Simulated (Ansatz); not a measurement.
Rock-salt CdO, relaxed in Ansatz (plane waves) with several semilocal functionals. Each gives its own volume and its own bulk modulus:

```csv
level,V0 (Å³/atom),bulk modulus (GPa),ln V0,ln B0
LDA,12.439,162.7,2.5208,5.0919
PBEsol,12.896,145.2,2.5569,4.9781
PBE-D3(BJ),13.198,134.8,2.5801,4.9038
PBE-D4,13.199,135.2,2.5801,4.9068
RPBE,14.032,111.3,2.6413,4.7122
BLYP,14.108,114.1,2.6467,4.7371
```

Q: Fit a straight line to ln B0 against ln V0. What does it predict for PBE, whose volume is 13.546 Å³/atom?

A: With x = ln V0 and y = ln B0: means 2.58765 and 4.88832; Σ(Δx Δy) = -0.03500, Σ(Δx²) = 0.01189, so the slope is -2.94. At x = 2.6061 the line gives y = 4.88832 + (-2.94) × (2.6061 − 2.58765) = 4.8341, or 125.7 GPa. The run with PBE gives 125.8 GPa, +0.1 % from the line. The rows used scatter about it by up to 2.3 %, while the largest value lies 46 % above the smallest. For comparison, PBE's own equation of state has B′ = 4.8, the slope −d ln B/d ln V at a fixed functional; the two needn't agree, since functionals also differ at one volume.

Measured: 147 GPa (measured, temperature not stated, not corrected to a static lattice; as tabulated in Gopal et al. (2015), doi:10.1103/physrevb.91.245202).

Ansatz's density-functional and Hartree–Fock values are scalar-relativistic unless marked +SOC, with PAW data made under PBE.

Ansatz is an electronic-structure program.
